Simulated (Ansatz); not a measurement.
**Al₂H₂ (triplet): wave-function methods side by side, def2-QZVPP**

The task here is to estimate one member of a computed series from the others.

Computed with Ansatz 0.2.0, Gaussian basis. Level: def2-QZVPP, core rule «outside noble gas», up to 10 orbitals frozen.

Plan: UHF; ROHF; CCSD(T) on UHF.

2 further runs of the same task are left out: 2 set aside as unsound or not needed.

## What is computed

The geometry is a PBE0/def2-TZVP stationary point (not a proven minimum) of the parent state, kept for this charge and spin.

4 atoms, charge 0, spin multiplicity 3.

Atoms are counted from 1 here; the program's logs count them from 0.

Bond lengths: Al1–Al2 2.635 Å, Al1–H3 1.622 Å, Al2–H4 1.622 Å. Angles: Al2–Al1–H3 120.2°, Al1–Al2–H4 120.2°.

Set-up of the first run:

in.yaml

```yaml
crystal:
  periodic: [false, false, false]
  atoms:
    - {symbol: Al, position_ang: [0.000000, -0.153504, 1.308389]}
    - {symbol: Al, position_ang: [0.000000, 0.153504, -1.308389]}
    - {symbol: H, position_ang: [0.000000, 1.143898, 2.282516]}
    - {symbol: H, position_ang: [0.000000, -1.143898, -2.282516]}
basis:
  gaussian: {orbitals: "def2-QZVPP.json"}
magnetization: {spin_polarized: true, initial_magnetization: 2}
hamiltonian: {xc: hf}
output: {orbitals: {seedname: orbitals}}
```

The run is started by

```bash
ansatz run in.yaml --threads 1 --pin off --events-out ev --progress --plain --max-ram 2393MiB
```

Steps of the session up to this table: UHF; ROHF; CCSD(T) on UHF.

One of the session's tables, all rows but one given; the rest of the session is left out.

It belongs to the step «Misses and costs». 

| method | from UCCSD(T) (meV) |
| --- | --- |
| ROHF | ? |
| UHF | +4439.8 |
| UMP2 | +1096.0 |
| UCCSD | +198.1 |
| UCCSD(T) | 0 |

Estimate the missing values for ROHF.

As computed: from UCCSD(T) (meV): +4579.7. In the column «from UCCSD(T) (meV)» it is the highest.

Caveats from the session: Warnings: spin contamination; coupled cluster took another determinant than the lowest.
